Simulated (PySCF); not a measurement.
## Carbon: a sound run and one with changed settings

Sound run: C [He] 2s2 2p2, C⁺ [He] 2s2 2p1. Computed with PySCF 2.14 in cc-pVDZ (3s2p1d, 14 functions), with no relativity, point nucleus. In the sound run the correlated levels freeze 1s2. The sound run starts from symmetry-adapted Hartree-Fock orbitals and uses a fine grid where one is needed.

Changed run: initial guess 1e, at most 50 SCF cycles.

```csv
species,method,sound run (hartree),changed run (hartree),converged
C,UHF,-37.68654,-37.68654,yes
C,M06-L,-37.84182,-37.84182,yes
C,CCSD(T),-37.76038,-37.76038,yes
C⁺,M06-2X,-37.42102,-37.42102,yes
C⁺,MP2,-37.33082,-37.33082,yes
```

Here the plain start reaches the same solutions.
